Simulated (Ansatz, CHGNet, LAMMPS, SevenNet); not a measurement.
# Rutile TiO₂: properties by level of theory

Reference values: lattice constant a 4.587 Å (measured, 15 K, zero-point motion not removed; as tabulated in Burdett, Hughbanks, Miller, Richardson, Smith, powder neutron diffraction …); lattice parameter c 2.954 Å (measured, 15 K, zero-point motion not removed; as tabulated in Burdett, Hughbanks, Miller, Richardson, Smith, powder neutron diffraction …).

```tsv
level (code)	lattice parameter a (Å)	c axis length (Å)
ionic model woodley1999 (rigid ions, LAMMPS)	4.449	3.083
CHGNet-r²SCAN	4.604	2.953
SevenNet-0	4.650	?
revPBE (Ansatz)	4.676	?
PBE-D4 (Ansatz)	?	2.954
r²SCAN (Ansatz)	4.597	2.954
```

Question: Fill in the missing entries.

Answer: 
- SevenNet-0, c axis length (Å): 2.970
- revPBE (Ansatz, a quantum-chemistry and plane-wave program), c axis length (Å): 2.976
- PBE-D4 (Ansatz), lattice parameter a (Å): 4.608

Differences from the reference values (errors of the level alone only where the reference is corrected to a static lattice):

```tsv
level	lattice constant a (%)	lattice parameter c (%)
ionic model woodley1999	-3.01	+4.37
CHGNet-r²SCAN	+0.37	-0.03
SevenNet-0	+1.37	+0.54
revPBE	+1.94	+0.74
PBE-D4	+0.46	0.00
r²SCAN	+0.22	0.00
```

Nearest: lattice constant a, not ranked (one source); lattice parameter c, not ranked (one source).

Empirical potentials (ionic model woodley1999) are fitted to chosen data: where that held the value shown, agreement is built in, and what lay outside the fit can be far off. Machine-learned potentials (CHGNet-r²SCAN, SevenNet-0) are trained on DFT data: a solid inside that data is no test of them.

Ansatz's density-functional and Hartree–Fock values are scalar-relativistic unless marked +SOC, with PAW data made under PBE.

Differences are worked out from the printed values.

Computed values are for the static lattice.
